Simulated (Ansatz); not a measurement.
Scan of [H···H···OH], doublet

Starting geometry:

```xyz
4

H    -1.7980    0.0498    0.0000
H    -1.0530    0.0498    0.0000
O     0.1540    0.0498    0.0000
H     0.4059   -0.8901    0.0000
```

From there H2 is moved from one fragment to the other while all else, the fragments' distance too, stays fixed; atoms are numbered as listed. Energies are in kJ/mol, counted from the starting geometry at the same level. Kohn–Sham curves are unrestricted where that lies lower.

Basis 6-31G; Ansatz 0.2.0. Only valence electrons are correlated (noble-gas cores frozen).

In so small a basis the reference is far from its limit while semilocal and hybrid functionals are nearer theirs (RPA and double hybrids share much of the reference's basis error), so the functionals' errors here hold much of the reference's basis and frozen-core error, which can add to them or hide them.

Full CI is exact within this basis and frozen core; it isn't the basis-set limit.

```
distance H1-H2 (Å)  full CI    PBE  r2SCAN   PBE0  B3LYP  r2SCAN0  wB97M-V  B2PLYP  RPA-PBE
             0.693      9.6   15.9    13.8   13.1   12.3     11.6     11.5    11.2     10.0
             0.745      0.0    0.0     0.0    0.0    0.0      0.0      0.0     0.0      0.0
             0.776     -3.8   -6.3    -5.5   -5.1   -4.5     -4.5     -4.3    -4.4     -3.4
             0.807     -7.2  -10.9    -9.6   -9.0   -7.6     -8.1     -7.6    -7.9     -5.6
             0.838    -10.5  -14.1   -12.8  -12.0   -9.8    -11.1    -10.1   -10.9     -7.2
             0.869    -13.8  -16.1   -15.2  -14.4  -11.2    -13.8    -12.0   -13.5     -8.1
             0.900    -16.8  -16.7   -16.4  -15.9  -11.6    -15.8    -13.2   -15.5     -8.4
             0.931    -19.1  -15.6   -16.3  -16.3  -10.7    -16.8    -13.3   -16.3     -7.6
             0.962    -19.8  -12.3   -14.2  -14.8   -8.0    -16.0    -11.6   -15.4     -5.2
```
